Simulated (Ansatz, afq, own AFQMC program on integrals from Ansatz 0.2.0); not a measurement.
## Atomization energy of H2Se, singlet, worked out

```xyz
3

Se    0.5611   -0.2749    0.2804
H     0.0461    1.0947    0.1446
H    -0.6073   -0.8198   -0.4250
```

Basis def2-TZVP. Only valence electrons are correlated. Ansatz 0.2.0 and our own AFQMC program on the same integrals; the CISD trial comes from CCSD amplitudes, and released means the phaseless constraint is let go. ± is one standard error of the sampling. No spin–orbit coupling.

Total energies in eV. CBS is CCSD(T) at the limit of def2-TZVPP/QZVPP (extrapolated itself); the highest rung of each member is named.

Cautions: inner d shell frozen; no relativity below Rb; no spin-orbit coupling.

| member | count | CCSD(T)/def2-TZVP | highest rung in def2-TZVP | which | CCSD(T)/CBS |
| --- | --- | --- | --- | --- | --- |
| Se (triplet) | +1 | -65305.9656 | -65305.9848 | FCI | -65307.8832 |
| H (doublet) | +2 | -13.6005 | -13.6005 | FCI | -13.6059 |
| H₂Se, singlet | -1 | -65339.8761 | -65339.9003 | CCSDT(Q) | -65342.1796 |

Q: Work out the best estimate of the atomization energy: the CCSD(T)/CBS difference plus the step from CCSD(T) to the highest rung.

A: Sums with the counts: CCSD(T)/CBS 7.0846 eV, highest rung 6.7145 eV, CCSD(T)/def2-TZVP 6.7095 eV. The step is 6.7145 − 6.7095 = 0.0050 eV, so the best estimate is 7.0846 + (0.0050) = 7.0896 eV = 684.0 kJ/mol. The basis set is worth 0.375 eV of it. Zero-point, core-correlation and spin–orbit terms aren't in it. Past Ne the Hartree–Fock part of each CBS total tends to overshoot, since the cores don't follow the formula; that largely cancels in the difference.

Best estimates are given only where the step beyond CCSD(T) is under 0.3 eV and no member's determinant is very poor (T1 over 0.05, or 0.07 for open shells, ⟨S²⟩ too high by 0.3, two states mixed), so the hardest cases are missing from such tables.

CCSDT and higher add their correlation energy to the determinant of the CCSD(T) run, since their own runs factorise the integrals more tightly (a shift of under 2 meV). Each member of a difference takes its own highest rung, so a best estimate needn't equal the limit plus the step of one row.
